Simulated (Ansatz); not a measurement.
# CH₅ (doublet): wave-function methods side by side at distance C1–H5 along a hydrogen transfer = 1.231 Å, 6-31G

How much of the correlation energy of CH₅ (doublet) does each wave-function method recover here?

Method: 6-31G, core rule «outside noble gas», up to 1 orbitals frozen; program: Ansatz 0.2.0, Gaussian basis.

Plan: UHF; CCSD(T) on ROHF; CCSD(T) on UHF; BCCD(T) on ROHF; CISD; CCSDT(Q) on ROHF; CCSDT(Q) on UHF; CCSDTQ on ROHF; CASSCF and MRCISD+Q, 3 electrons in 3 orbitals; CASSCF and NEVPT2, 3 electrons in 3 orbitals; CASSCF and MRCISD+Q, 9 electrons in 9 orbitals; CASSCF and NEVPT2, 9 electrons in 9 orbitals; Full CI.

7 further runs of the same task are left out: 1 for a mislabelled method, 5 that didn't finish, 1 set aside as unsound or not needed.

## Step 1: What is computed

The geometry derives from fragments relaxed apart (PBE0/def2-TZVP) and kept rigid, so it is no stationary point. A hydrogen atom is moved between rigid fragments.

6 atoms, charge 0, spin multiplicity 2.

Atoms are counted from 1 here; the program's logs count them from 0.

Bond lengths: C1–H2 1.090 Å, C1–H3 1.090 Å, C1–H4 1.090 Å, C1–H5 1.231 Å. Angles: H2–C1–H3 109.5°, H2–C1–H4 109.5°, H2–C1–H5 109.5°, H3–C1–H4 109.5°, H3–C1–H5 109.5°, H4–C1–H5 109.5°.

Coordinates:

| atom | x (Å) | y (Å) | z (Å) |
| --- | --- | --- | --- |
| C1 | -0.1460 | 0.0000 | 0.0000 |
| H2 | -0.5092 | 1.0273 | 0.0000 |
| H3 | -0.5092 | -0.5137 | 0.8897 |
| H4 | -0.5092 | -0.5137 | -0.8897 |
| H5 | 1.0850 | 0.0000 | 0.0000 |
| H6 | 2.1830 | 0.0000 | 0.0000 |

## Step 2: UHF

in.yaml reads:

```yaml
crystal:
  periodic: [false, false, false]
  atoms:
    - {symbol: C, position_ang: [-0.146037, 0.000000, 0.000000]}
    - {symbol: H, position_ang: [-0.509243, 1.027301, 0.000000]}
    - {symbol: H, position_ang: [-0.509243, -0.513650, 0.889668]}
    - {symbol: H, position_ang: [-0.509243, -0.513650, -0.889669]}
    - {symbol: H, position_ang: [1.084963, 0.000000, 0.000000]}
    - {symbol: H, position_ang: [2.182963, 0.000000, 0.000000]}
basis:
  gaussian: {orbitals: 6-31G}
magnetization: {spin_polarized: true, initial_magnetization: 1}
hamiltonian: {xc: hf}
output: {orbitals: {seedname: orbitals}}
```

On the command line:

```
$ ansatz run in.yaml --threads 1 --pin off --events-out ev --progress --plain --max-ram 2393MiB
```

The runs that follow: CCSD(T) on ROHF; CCSD(T) on UHF; BCCD(T) on ROHF; CISD; CCSDT(Q) on ROHF; CCSDT(Q) on UHF; CCSDTQ on ROHF; CASSCF and MRCISD+Q, 3 electrons in 3 orbitals; CASSCF and NEVPT2, 3 electrons in 3 orbitals; CASSCF and MRCISD+Q, 9 electrons in 9 orbitals; CASSCF and NEVPT2, 9 electrons in 9 orbitals; Full CI.

Before running them: what should the planned runs give, taken together? Wanted: FCI below the RHF energy; RMP2 from FCI; UMP2 from FCI; RCCSD from FCI; RCCSD(T) from FCI; UCCSD(T) from FCI; RCCSDT(Q) from FCI; UCCSDT(Q) from FCI; NEVPT2 pair from FCI.

**Answer**, as computed:

| quantity | value |
| --- | --- |
| FCI below the RHF energy | -3.5962 eV |
| RMP2 from FCI | +15.35 kcal/mol |
| UMP2 from FCI | +15.29 kcal/mol |
| RCCSD from FCI | +1.49 kcal/mol |
| RCCSD(T) from FCI | +0.24 kcal/mol |
| UCCSD(T) from FCI | +0.25 kcal/mol |
| RCCSDT(Q) from FCI | 0.00 kcal/mol |
| UCCSDT(Q) from FCI | 0.00 kcal/mol |
| NEVPT2 pair from FCI | +11.85 kcal/mol |
| NEVPT2 valence from FCI | +5.89 kcal/mol |
| MRCISD+Q valence from FCI | +0.06 kcal/mol |
| levels within 1 kcal/mol (43 meV) | RCCSD(T), UCCSD(T), BCCD(T), RCCSDT, UCCSDT, RCCSDT(Q), UCCSDT(Q), RCCSDTQ, MRCISD valence, MRCISD+Q valence |
| T1 diagnostic | 0.021 |
| effectively unpaired electrons | 1.03 |

What this shows: RCCSD(T) misses by +0.24 kcal/mol, 0.3 % of the correlation energy. One determinant dominates. Of the multireference levels listed MRCISD+Q valence comes nearest in total energy (+0.06 kcal/mol), which doesn't show that its space is the better one. These misses are within one basis, not against nature; the frozen cores of restricted and unrestricted runs differ, which can shift their rows.
